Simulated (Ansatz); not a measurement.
A made-up structure of CH$_{7}$OSi (charge +1), closed shell:

C1  (-1.120, 0.193, -0.237)
Si2  (0.274, -0.664, -0.356)
O3  (1.049, 0.570, 0.611)
H4  (-1.560, 0.256, 0.854)
H5  (-1.085, 1.268, -0.718)
H6  (-1.620, -0.476, -0.817)
H7  (0.358, -2.026, 0.432)
H8  (1.043, -0.600, -1.717)
H9  (1.853, 0.667, 0.350)
H10  (0.808, 0.814, 1.597)
(Å)

It is relaxed with PBE-D4/def2-SVP and then PBE0-D4/def2-TZVP (Ansatz 0.2.0). Atoms count as bonded within 1.22 times the sum of their covalent radii (H–H: 0.88 Å). The end point is not checked to be a true minimum.

Problem. Does its bonding change? (A judgement: the text doesn't fix the answer.)

Solution. Computed: No: no bond forms or breaks.

Where it ends: The first stage lowers the energy by 2.73 eV in 8 steps. It ends as CH₇OSi ([CH3][SiH2][OH2]), total charge +1:
C1  (-1.370, 0.158, -0.325)
Si2  (0.288, -0.612, -0.316)
O3  (1.327, 0.549, 0.680)
H4  (-1.804, 0.216, 0.676)
H5  (-1.355, 1.152, -0.777)
H6  (-2.033, -0.475, -0.926)
H7  (0.439, -1.869, 0.439)
H8  (1.096, -0.548, -1.545)
H9  (2.270, 0.665, 0.489)
H10  (1.141, 0.765, 1.606)
(Å)

Labels in which every atom is bracketed show which atoms are joined, not bond orders.

For scale, one of the runs: PBE0-D4/def2-TZVP relaxation, 141 basis functions, launched by `ansatz run in.yaml --threads 2 --pin off --events-out ev --progress --plain --max-ram 4352MiB`. The run took about 17 s on 2 CPU threads of an Arm Neoverse V2 (shared host).
